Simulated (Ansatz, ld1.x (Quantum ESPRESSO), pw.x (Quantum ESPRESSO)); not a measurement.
# Equation-of-state test of one TM potential (tungsten)

```
Element                 : W
Generator               : ld1.x (Quantum ESPRESSO) 7.5
Type                    : norm-conserving Troullier–Martins (Kleinman–Bylander form)
Functional              : PBEsol
Relativity              : scalar-relativistic
Frozen core             : [Xe] 4f14
Valence charge          : 6
Reference configuration : 5d4 6s2 6p0
Partial waves           : 6s (bound): rc 2.10 bohr; 5d (bound): rc 2.60 bohr; 6p (bound, empty): rc 3.75 bohr
Local potential         : the p channel
Core correction         : none
```

Atomic tests: cutoffs needed: 30 Ry and 40 Ry (the cutoffs (Ry, on a coarse ladder) from which the occupation-weighted sum of valence levels, in a spherical-Bessel basis at the reference potential, stays within 10 and 1 mRy of its value at 400 Ry); ghost test: no extra level below or beside the all-electron valence levels (s, d, p, f tested) (spherical-Bessel basis up to 400 Ry, 20 bohr box); largest excitation error: -351 meV (all-electron minus pseudo) for 5d2 6s0 6p0, out of 7 test configurations.

Crystal test: bcc W in pw.x 7.5, no spin, 15³ k-points, Fermi–Dirac smearing 0.01 Ry, cutoffs 50/200 Ry. The reference is all-electron LAPW (Ansatz 0.2.0) with the same functional, mesh and smearing; V0 and B0 come from Birch–Murnaghan fits to the pressures at five volumes. Errors are pseudo minus all-electron; Δ is the rms difference of the E(V) curves that follow from these fits, minima aligned, over ±6 % about the mean V0. Mesh and smearing are coarse, so the numbers serve the comparison and aren't converged zero-temperature values; the lattice is a test structure that the element need not adopt.

```tsv
V (Å³/atom)	P all-electron (GPa)	P pseudo (GPa)
14.903	18.56	65.98
15.295	8.81	52.14
15.687	0.22	39.92
16.079	-7.35	29.11
16.471	-14.00	19.56
```

All-electron: a0 = 3.155 Å (V0 = 15.70 Å³/atom), B0 = 321.1 GPa.

Pseudopotential: mean pressure error (GPa): +40.10. The pressure does not cross zero within the volumes sampled, so no fit is given. The largest radius (3.75 bohr) exceeds half the bond length (2.58 bohr), so the spheres overlap, which is one possible source of error among others. This is a poor potential for the solid.

At the middle volume, how do free energy and pressure move when the wave cutoff is lowered (ecutrho kept at four times it)?

```csv
cutoff (Ry),shift of F (meV/atom),shift of P (GPa)
22,+459.8,-23.50
30,+22.5,-1.04
40,+6.3,+0.21
```

The run at the middle volume (120 k-points, 6 iterations) took about 6.9 s on one core of a shared host (Neoverse-V1, 32 threads, 247 GiB, load 18).
